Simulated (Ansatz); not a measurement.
# AlH2S: the cost of one run

The runs use Ansatz 0.2.0, Gaussian basis; def2-QZVPP, all electrons in the functionals, frozen cores in the correlation of double hybrids and RPA.

The runs, in order: wB97M-V, B2PLYP, at charge 0, quartet; charge 0, doublet; charge 0, sextet; charge 1, triplet; charge 1, quintet.

## Step 1: The system

The geometry is a PBE0/def2-TZVP stationary point (not a proven minimum).

4 atoms, charge 0, spin multiplicity 4.

Atoms are counted from 1 here; the program's logs count them from 0.

Bond lengths: Al1–S2 2.200 Å, Al1–H3 1.767 Å, Al1–H4 1.767 Å. Angles: S2–Al1–H3 67.9°, S2–Al1–H4 67.9°, H3–Al1–H4 135.8°.

No dispersion term is added; wB97M-V holds VV10 nonlocal correlation.

The geometry shown and the zero of energy belong to the point charge 0, quartet. The yardstick, UCCSD(T), and other wave-function levels (R restricted, U unrestricted, valence and pair active spaces) come from earlier runs.

## Step 2: wB97M-V, charge 0, quartet

File in.yaml:

```yaml
crystal:
  periodic: [false, false, false]
  atoms:
    - {symbol: Al, position_ang: [0.000000, 0.000000, 1.177341]}
    - {symbol: S, position_ang: [0.000000, 0.000000, -1.022903]}
    - {symbol: H, position_ang: [0.000000, 1.636908, 0.512382]}
    - {symbol: H, position_ang: [0.000000, -1.636908, 0.512382]}
basis:
  gaussian: {orbitals: "def2-QZVPP.json"}
magnetization: {spin_polarized: true, initial_magnetization: 3}
hamiltonian: {xc: {name: wB97M-V}}
output: {orbitals: {seedname: orbitals}}
```

Run with:

```bash
ansatz run in.yaml --threads 1 --pin off --events-out ev --progress --plain --max-ram 2393MiB
```

**Question.** How long does this run take on 1 thread of Arm Neoverse V2, shared host, and how much memory does it need?

About 44 s, with a peak of 0.72 GiB.
